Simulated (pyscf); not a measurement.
Structures and frequencies: ωB97X-D3(BJ)/def2-SVP in PySCF.

**Question.** For H₃C–AlH₂ + propene (H₂C=CH–CH₃) → H₃C–CH₂–CH₂–AlH–CH₃, an addition across a multiple bond or ene-type step (singlet surface; Al–H broken, C–H, Al–C formed), PBE/def2-TZVP gives ΔE‡ = -4.3 kcal/mol and ΔE = -28.8 kcal/mol (zero: the separated reactants). In which direction and how far do B3LYP-D3(BJ)/def2-TZVP, PBE0-D3(BJ)/def2-TZVP, ωB97M-D3(BJ)/def2-TZVP move these?

**Answer.** B3LYP-D3(BJ): ΔE‡ = -0.1 kcal/mol, ΔE = -27.8 kcal/mol; PBE0-D3(BJ): ΔE‡ = -5.7 kcal/mol, ΔE = -33.2 kcal/mol; ωB97M-D3(BJ): ΔE‡ = -0.2 kcal/mol, ΔE = -29.9 kcal/mol. PBE's barrier lies among them. Its reaction energy lies among theirs. On the reactant side the descent ends in a bound adduct, 15.2 kcal/mol under the separated species and 12.5 kcal/mol under the saddle at ωB97X-D3(BJ)/def2-TZVP. At PBE, PBE0-D3(BJ), ωB97M-D3(BJ) the saddle lies under the separated reactants, which points to a path from their complex (located at ωB97X-D3(BJ) alone). At the saddle there is also a short Al–C contact that neither side keeps. At ωB97X-D3(BJ) the barrier from the zero used here is -2.7 kcal/mol. H₃C–CH₂–CH₂–AlH–CH₃ lies 9.8 kcal/mol over its isomer H₃C–CH₂–Al(CH₃)–CH₃, and others may lie lower still (electronic energy, ωB97M-D3(BJ)). This is the saddle that the search found; another between the same sides may lie lower.
